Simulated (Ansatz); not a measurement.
# ClH (hydrogen chloride): B3LYP/6-31G(d) (Cartesian functions)

Aim: the vertical ionisation energy of ClH (hydrogen chloride) at B3LYP/6-31G* (Cartesian functions), from 2 runs. 

The results are computed with Ansatz 0.2.0.

### Step 1. Starting point

ClH has 2 atoms, charge 0, and is taken as a singlet. SMILES: `Cl`. The coordinates come from a PBE0-D4/def2-TZVP relaxation.

Bond lengths: Cl1–H2 1.279 Å.

### Step 2. The energy at B3LYP/6-31G(d) (Cartesian functions)

in.yaml

```yaml
crystal:
  periodic: [false, false, false]
  atoms:
    - {symbol: Cl, position_ang: [0.546000, -0.178500, 0.280800]}
    - {symbol: H, position_ang: [-0.546000, 0.178500, -0.280800]}
basis:
  gaussian:
    orbitals: "6-31G*"
output:
  orbitals: {seedname: orbitals}
accuracy: high
hamiltonian:
  xc: {name: B3LYP}
```

The run is started by

```sh
ansatz run in.yaml --threads 1 --pin off --max-ram 2610MiB --events-out events.jsonl --progress --plain --runs-dir runs
```

The program printed:

```text
Warning: RAYON_NUM_THREADS=1 ignored (pool sized by the plan → 1); use --threads N
Functional definition: B3LYP
  name "B3LYP"
  parameter a0 = 0.2
  parameter ax = 0.72
  parameter ac = 0.81
  exchange = (1 - a0 - ax)*slater_x + ax*b88_x + a0*exact_x
  correlation = (1 - ac)*vwn_rpa_c + ac*lyp_c
328 factors; integrals over basis functions are off by at most 3.1e-9 eV
mean field evaluation 1: about -12538.6126 eV, gradient 9.6e0 eV
mean field evaluation 2: about -12538.6650 eV, gradient 9.3e0 eV
mean field evaluation 4: about -12538.8916 eV, gradient 2.3e-1 eV
mean field evaluation 8: about -12538.8878 eV, gradient 8.4e-4 eV
mean field evaluation 16: about -12538.8878 eV, gradient 2.7e-8 eV
mean field -12538.88782052 eV, -460.7956282408 hartree, gradient 2.7e-8 eV, S^2 0.000000; 0 other end points of the search recorded, 0 dependent functions left out
reference -12538.88784403 eV, -460.7956291048 hartree; 9, 9 occupied and 12, 12 virtual orbitals, 328 factors
Total energy: -12538.88784403 eV, -460.7956291048 hartree
```

Wall time 0.3 s (1 thread of Intel Xeon 6975P-C (Granite Rapids), shared host).

### Step 3. The doublet cation at the same level

input.yaml

```yaml
crystal:
  periodic: [false, false, false]
  atoms:
    - {symbol: Cl, position_ang: [0.546000, -0.178500, 0.280800]}
    - {symbol: H, position_ang: [-0.546000, 0.178500, -0.280800]}
basis:
  gaussian:
    orbitals: "6-31G*"
output: {orbitals: {seedname: orbitals}}
hamiltonian:
  xc: {name: B3LYP}
magnetization:
  spin_polarized: true
  initial_magnetization: 1
accuracy: high
total_charge: 1
```

The run is started by

```sh
ansatz run input.yaml --threads 1 --pin off --max-ram 2610MiB --events-out events.jsonl --progress --plain --runs-dir runs
```

The program printed, cut to the lines that bear on the results:

```text
Warning: RAYON_NUM_THREADS=1 ignored (pool sized by the plan → 1); use --threads N
[... 7 set-up lines as earlier in the session ...]
328 factors; integrals over basis functions are off by at most 3.1e-9 eV
mean field evaluation 1: about -12525.2427 eV, gradient 1.3e1 eV
mean field evaluation 2: about -12525.7359 eV, gradient 8.8e0 eV
mean field evaluation 4: about -12526.1221 eV, gradient 4.8e-1 eV
mean field evaluation 8: about -12526.1460 eV, gradient 1.8e-2 eV
mean field evaluation 16: about -12526.1460 eV, gradient 1.3e-6 eV
mean field -12526.14596621 eV, -460.3273737314 hartree, gradient 5.8e-9 eV, S^2 0.752418; 0 other end points of the search recorded, 0 dependent functions left out
reference -12526.14598872 eV, -460.3273745589 hartree; 9, 8 occupied and 12, 13 virtual orbitals, 328 factors
Total energy: -12526.14598872 eV, -460.3273745589 hartree
```

It took 0.62 s on 1 thread of Intel Xeon 6975P-C (Granite Rapids), shared host; peak memory 0.1 GiB.

### Step 4. Results

At B3LYP/6-31G* (Cartesian functions):

```
                                          quantity          value
                         singlet ClH: total energy  -460.79563 Eh
                          singlet ClH: HOMO energy       -9.03 eV
                          singlet ClH: LUMO energy        0.38 eV
                        singlet ClH: HOMO–LUMO gap        9.40 eV
                      doublet cation: total energy  -460.32737 Eh
doublet cation: HOMO energy (highest over α and β)      -19.06 eV
 doublet cation: LUMO energy (lowest over α and β)      -16.43 eV
                              doublet cation: ⟨S²⟩          0.752
vertical ionisation energy (to the doublet cation)      12.742 eV
```

Removing an electron at fixed nuclei costs 12.74 eV (1229 kJ/mol). The negative HOMO energy of the first species, 9.03 eV, lies 3.72 eV below that difference.
